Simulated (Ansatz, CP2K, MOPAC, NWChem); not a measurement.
# Si2H6 (disilane): methods side by side

Si2H6, singlet, SMILES `[SiH3][SiH3]`. Each level relaxes the structure for itself.

Each level gives the zero-point energy at each level's own minimum (kJ/mol). The values are calculated.

```csv
level,kind,program,value (kJ/mol)
AM1,semi-empirical,MOPAC,120.3
PM3,semi-empirical,MOPAC,111.4
PM7-HH,semi-empirical,MOPAC,129.4
GFN1-xTB,semi-empirical,CP2K,120.1
HF/STO-3G,Hartree–Fock,Ansatz,168.4
HF/3-21G,Hartree–Fock,NWChem,133.2
HF/6-31G* (Cartesian functions),Hartree–Fock,Ansatz,138.4
SVWN5/def2-TZVP,LDA,Ansatz,123.1
PBE/def2-SVP,GGA,Ansatz,124.0
PBE0-D4/def2-TZVP,global hybrid,Ansatz,127.9
```

Harmonic and unscaled. The values span 111.4 to 168.4 kJ/mol. Without the sets that lack polarisation functions the rows with a basis span only 123.1 to 138.4 kJ/mol.
